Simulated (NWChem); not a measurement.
System: fluoromethane (CH₃F); SMILES CF

The following NWChem deck was run.

```
start job
memory heap 200 mb stack 900 mb global 1100 mb
geometry units angstroms noautoz
  C      0.000000     0.000000    -0.611604
  F      0.000000     0.000000     0.770923
  H      0.730378     0.730378    -0.979452
  H      0.267337    -0.997715    -0.979452
  H     -0.997715     0.267337    -0.979452
end
basis spherical
  C library def2-svp
  F library def2-svp
  H library def2-svp
end
dft
  xc r2scan
  iterations 150
end
task dft gradient
```

Output (shortened):

```
             Northwest Computational Chemistry Package (NWChem) 7.3.0
             --------------------------------------------------------

 C3V symmetry detected

                             Geometry "geometry" -> ""
                             -------------------------

 Output coordinates in angstroms (scale by  1.889725989 to convert to a.u.)

  No.       Tag          Charge          X              Y              Z
 ---- ---------------- ---------- -------------- -------------- --------------
    1 C                    6.0000    -0.00000000    -0.00000000    -0.62995550
    2 F                    9.0000    -0.00000000    -0.00000000     0.75257150
    3 H                    1.0000     0.73037806     0.73037806    -0.99780350
    4 H                    1.0000     0.26733692    -0.99771498    -0.99780350
    5 H                    1.0000    -0.99771498     0.26733692    -0.99780350

 Effective nuclear repulsion energy (a.u.)      37.2736461725

      Symmetry information
      --------------------

 Group name             C3v
 Group number             17
 Group order               6
 No. of unique centers     3

                                 NWChem DFT Module
                                 -----------------

 Summary of "ao basis" -> "ao basis" (spherical)
 ------------------------------------------------------------------------------
       Tag                 Description            Shells   Functions and Types
 ---------------- ------------------------------  ------  ---------------------
 C                          def2-svp                 6       14   3s2p1d
 F                          def2-svp                 6       14   3s2p1d
 H                          def2-svp                 3        5   2s1p

      Symmetry analysis of basis
      --------------------------

        a1         16
        a2          1
        e          26

  Rotation of axis

            General Information
            -------------------
          SCF calculation type: DFT
          Wavefunction type:  closed shell.
          No. of atoms     :     5
          No. of electrons :    18
           Alpha electrons :     9
            Beta electrons :     9
          Charge           :     0
          Spin multiplicity:     1
          Use of symmetry is: on ; symmetry adaption is: on
          Maximum number of iterations: 150
          AO basis - number of functions:    43
                     number of shells:    21
          Convergence on energy requested:  1.00D-06
          Convergence on density requested:  1.00D-05
          Convergence on gradient requested:  5.00D-04

              XC Information
              --------------
                      r^2SCAN Method XC Functional
               r^2SCAN metaGGA Exchange Functional  1.000
                     r^2SCAN Correlation Potential  1.000

             Grid Information
             ----------------
          Grid used for XC integration:  medium
          Radial quadrature: Mura-Knowles
          Angular quadrature: Lebedev.
          Tag              B.-S. Rad. Rad. Pts. Rad. Cut. Ang. Pts.
          ---              ---------- --------- --------- ---------
          C                   0.70       49           6.0       434
          F                   0.50       49           7.0       434
          H                   0.35       45           7.0       434
          Grid pruning is: on
          Number of quadrature shells:   143
          Spatial weights used:  Erf1

      Superposition of Atomic Density Guess
      -------------------------------------

 Sum of atomic energies:        -138.41515892

      Non-variational initial energy
      ------------------------------

 Total energy =    -139.062398
 1-e energy   =    -264.488997
 2-e energy   =      88.152953
 HOMO         =      -0.441179
 LUMO         =       0.133279

      Symmetry analysis of molecular orbitals - initial
      -------------------------------------------------

  Numbering of irreducible representations:

     1 a1          2 a2          3 e

  Orbital symmetries:

     1 a1          2 a1          3 a1          4 a1          5 a1
     6 e           7 e           8 e           9 e          10 a1
    11 a1         12 e          13 e          14 e          15 e
    16 a1         17 a1         18 e          19 e

   convergence    iter        energy       DeltaE   RMS-Dens  Diis-err
 ---------------- ----- ----------------- --------- --------- ---------
 d= 0,ls=0.0,diis     1   -139.5197784958 -1.77D+02  1.75D-02  3.26D-01
 d= 0,ls=0.0,diis     2   -139.4929888662  2.68D-02  9.76D-03  6.87D-01
 d= 0,ls=0.0,diis     3   -139.5556117069 -6.26D-02  1.09D-03  9.95D-03
 d= 0,ls=0.0,diis     4   -139.5562188756 -6.07D-04  5.49D-04  1.15D-03
 d= 0,ls=0.0,diis     5   -139.5563321365 -1.13D-04  1.27D-04  6.01D-05
  Resetting Diis
 d= 0,ls=0.0,diis     6   -139.5563397568 -7.62D-06  3.99D-06  6.18D-08
 d= 0,ls=0.0,diis     7   -139.5563397641 -7.34D-09  1.35D-06  1.88D-09

         Total DFT energy =     -139.556339764096
      One electron energy =     -266.168127045489
           Coulomb energy =      106.260980161591
    Exchange-Corr. energy =      -16.922839052666
 Nuclear repulsion energy =       37.273646172468

 Numeric. integr. density =       17.999999498125

                  Occupations of the irreducible representations
                  ----------------------------------------------

                     irrep           alpha         beta
                     --------     --------     --------
                     a1                5.0          5.0
                     a2                0.0          0.0
                     e                 4.0          4.0

                       DFT Final Molecular Orbital Analysis
                       ------------------------------------

 Vector    7  Occ=2.000000D+00  E=-4.360873D-01  Symmetry=e
              MO Center=  7.6D-02,  1.1D-01, -2.6D-01, r^2= 1.4D+00
   Bfn.  Coefficient  Atom+Function         Bfn.  Coefficient  Atom+Function
  ----- ------------  ---------------      ----- ------------  ---------------
     4      0.298988  1 C  px                18     -0.279617  2 F  px
    29      0.266764  3 H  s                  5      0.246354  1 C  py
    19     -0.230393  2 F  py                21      0.181373  2 F  px
    39     -0.155679  5 H  s                 22      0.149444  2 F  py
     7      0.130028  1 C  px                34     -0.111085  4 H  s

 Vector    8  Occ=2.000000D+00  E=-2.961456D-01  Symmetry=e
              MO Center=  5.4D-02,  1.0D-01,  1.6D-01, r^2= 1.4D+00
   Bfn.  Coefficient  Atom+Function         Bfn.  Coefficient  Atom+Function
  ----- ------------  ---------------      ----- ------------  ---------------
    18      0.455293  2 F  px                19      0.332610  2 F  py
    21     -0.325564  2 F  px                29      0.275414  3 H  s
    22     -0.237838  2 F  py                 4      0.203431  1 C  px
    39     -0.174846  5 H  s                 30      0.156814  3 H  s
     5      0.148615  1 C  py                34     -0.100568  4 H  s

 Vector    9  Occ=2.000000D+00  E=-2.961456D-01  Symmetry=e
              MO Center= -5.4D-02, -1.0D-01,  1.6D-01, r^2= 1.4D+00
   Bfn.  Coefficient  Atom+Function         Bfn.  Coefficient  Atom+Function
  ----- ------------  ---------------      ----- ------------  ---------------
    19      0.455293  2 F  py                18     -0.332610  2 F  px
    22     -0.325564  2 F  py                34     -0.259958  4 H  s
    21      0.237838  2 F  px                39      0.217074  5 H  s
     5      0.203431  1 C  py                 4     -0.148615  1 C  px
    35     -0.148014  4 H  s                 40      0.123597  5 H  s

 Vector   10  Occ=0.000000D+00  E= 8.274624D-02  Symmetry=a1
              MO Center=  1.8D-16, -2.2D-16, -8.2D-01, r^2= 3.5D+00
   Bfn.  Coefficient  Atom+Function         Bfn.  Coefficient  Atom+Function
  ----- ------------  ---------------      ----- ------------  ---------------
     3      1.652089  1 C  s                 30     -0.966838  3 H  s
    35     -0.966838  4 H  s                 40     -0.966838  5 H  s
     9     -0.851664  1 C  pz                 6     -0.343997  1 C  pz
    17      0.328772  2 F  s                  2      0.219649  1 C  s
    23     -0.170681  2 F  pz                20      0.118803  2 F  pz

 Vector   11  Occ=0.000000D+00  E= 1.026798D-01  Symmetry=a1
              MO Center= -2.4D-17, -1.6D-16, -7.4D-01, r^2= 2.6D+00
   Bfn.  Coefficient  Atom+Function         Bfn.  Coefficient  Atom+Function
  ----- ------------  ---------------      ----- ------------  ---------------
     3      1.526511  1 C  s                 17     -0.651265  2 F  s
     9      0.624752  1 C  pz                30     -0.575644  3 H  s
    35     -0.575644  4 H  s                 40     -0.575644  5 H  s
    23      0.416484  2 F  pz                 2      0.406200  1 C  s
    20     -0.344264  2 F  pz                 6      0.296924  1 C  pz

 Vector   12  Occ=0.000000D+00  E= 1.406992D-01  Symmetry=e
              MO Center= -5.8D-01, -3.2D-02, -1.0D+00, r^2= 3.2D+00
   Bfn.  Coefficient  Atom+Function         Bfn.  Coefficient  Atom+Function
  ----- ------------  ---------------      ----- ------------  ---------------
    40      1.710797  5 H  s                 35     -1.092652  4 H  s
     7      1.004468  1 C  px                30     -0.618145  3 H  s
     8     -0.449273  1 C  py                 4      0.426755  1 C  px
     5     -0.190877  1 C  py                39      0.166046  5 H  s
    21     -0.118917  2 F  px                34     -0.106050  4 H  s

     Multipole analysis of the density
     ---------------------------------

     L   x y z        total         alpha         beta         nuclear
     -   - - -        -----         -----         ----         -------
     0   0 0 0     -0.000000     -9.000000     -9.000000     18.000000

     1   1 0 0     -0.000000     -0.000000     -0.000000      0.000000
     1   0 1 0     -0.000000     -0.000000     -0.000000      0.000000
     1   0 0 1     -0.707395     -0.353697     -0.353697      0.000000

     2   2 0 0     -8.680215     -7.197595     -7.197595      5.714975
     2   1 1 0      0.000000     -0.000000     -0.000000      0.000000
     2   1 0 1      0.000000      0.000000      0.000000      0.000000
     2   0 2 0     -8.680215     -7.197595     -7.197595      5.714975
     2   0 1 1      0.000000      0.000000      0.000000      0.000000
     2   0 0 2     -9.038222    -23.205016    -23.205016     37.371809

            General Information
            -------------------
          SCF calculation type: DFT
          Wavefunction type:  closed shell.
          No. of atoms     :     5
          No. of electrons :    18
           Alpha electrons :     9
            Beta electrons :     9
          Charge           :     0
          Spin multiplicity:     1
          Use of symmetry is: on ; symmetry adaption is: on
          Maximum number of iterations: 150
          AO basis - number of functions:    43
                     number of shells:    21
          Convergence on energy requested:  1.00D-06
          Convergence on density requested:  1.00D-05
          Convergence on gradient requested:  5.00D-04

              XC Information
              --------------
                      r^2SCAN Method XC Functional
               r^2SCAN metaGGA Exchange Functional  1.000
                     r^2SCAN Correlation Potential  1.000

             Grid Information
             ----------------
          Grid used for XC integration:  medium
          Radial quadrature: Mura-Knowles
          Angular quadrature: Lebedev.
          Tag              B.-S. Rad. Rad. Pts. Rad. Cut. Ang. Pts.
          ---              ---------- --------- --------- ---------
          C                   0.70       49           6.0       434
          F                   0.50       49           7.0       434
          H                   0.35       45           7.0       434
          Grid pruning is: on
          Number of quadrature shells:   143
          Spatial weights used:  Erf1

          Convergence Information
          -----------------------
          Convergence aids based upon iterative change in
          total energy or number of iterations.
          Levelshifting, if invoked, occurs when the
          HOMO/LUMO gap drops below (HL_TOL):  1.00D-02
          DIIS, if invoked, will attempt to extrapolate
          using up to (NFOCK): 10 stored Fock matrices.

                    Damping( 0%)  Levelshifting(0.5)       DIIS
                  --------------- ------------------- ---------------
          dE  on:    start            ASAP                start
          dE off:    2 iters        150 iters           150 iters

                            NWChem DFT Gradient Module
                            --------------------------

  charge          =   0.00
  wavefunction    = closed shell

  Rotation of axis
  Using symmetry

                         DFT ENERGY GRADIENTS

    atom               coordinates                        gradient
                 x          y          z           x          y          z
   1 C      -0.000000  -0.000000  -1.190443    0.000000   0.000000  -0.009892
   2 F      -0.000000  -0.000000   1.422154    0.000000   0.000000   0.005672
   3 H       1.380214   1.380214  -1.885575   -0.002636  -0.002636   0.001407
   4 H       0.505194  -1.885408  -1.885575   -0.000965   0.003601   0.001407
   5 H      -1.885408   0.505194  -1.885575    0.003601  -0.000965   0.001407
```

Level: r2SCAN/def2-SVP. Coordinates come from a B3LYP/6-31G* (spherical d) optimisation.
